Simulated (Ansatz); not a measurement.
GaGeCl, triplet in cc-pVDZ: errors against UCCSDT(Q)

Geometry: that of the GaGeCl, singlet, kept fixed.

```xyz
3

Cl    0.0000   -1.5772    0.4089
Ge    0.0000    0.5488    1.2292
Ga    0.0000    0.2303   -1.4886
```

Basis cc-pVDZ; Ansatz 0.2.0. Only valence electrons are correlated (noble-gas cores and the filled d shells of p-block atoms frozen), which leaves 14 electrons in 39 orbitals. R marks a restricted (for open shells ROHF) determinant, U an unrestricted one. Active spaces: valence = (12e, 11o, short of the full valence) chosen from the atoms' valence shells. No spin–orbit coupling is included, and no scalar relativity.

Full CI isn't at hand for all of this; UCCSDT(Q) serves as the reference, and is uncertain by the last step of the cluster series or more. The frozen core follows each run's orbitals, which can shift R against U totals by a few meV for light atoms and by up to 0.1 eV past Ca.

The UHF ⟨S²⟩ is 2.052. The T1 diagnostic (RCCSD) is 0.0263 and the largest doubles amplitude (RCCSD) is 0.044. The T1 diagnostic (UCCSD) is 0.0261.

| level | E − E(UHF) (eV) |
| --- | --- |
| UMP2 | -6.3403 |
| UCCSD | -7.2998 |
| UCCSD(T) | -7.5285 |

(1) Estimate how far UCCSDT(Q) in cc-pVDZ lies from UCCSD(T). The table doesn't fix it; the size of (T) and the diagnostics are the guide.

(1) UCCSDT(Q) in cc-pVDZ lies 2.15 mEh below UCCSD(T), which is 26 % of the (T) step (-8.41 mEh). The diagnostics give no warning, yet the rest is a sizeable part of (T). The miss exceeds 1 kcal/mol.

The other levels:

| level | E − E(UCCSDT(Q)) (mEh) | wall time |
| --- | --- | --- |
| UCCSDT | 0.78 | – |

Run but not shown, since their state, orbitals or frozen core can't be matched to the reference's or they repeat it: RHF, RMP2, RCCSD, RCCSD(T), BCCD(T), RCCSDT, RCCSDT(Q), CASSCF (valence space), NEVPT2 (valence space).

Natural occupations of CASSCF (valence space) about the gap: 1.985 1.985 1.969 1.930 1.001 0.998 0.048 0.040 0.029 0.021; effectively unpaired electrons, Σ n²(2−n)², 2.04.
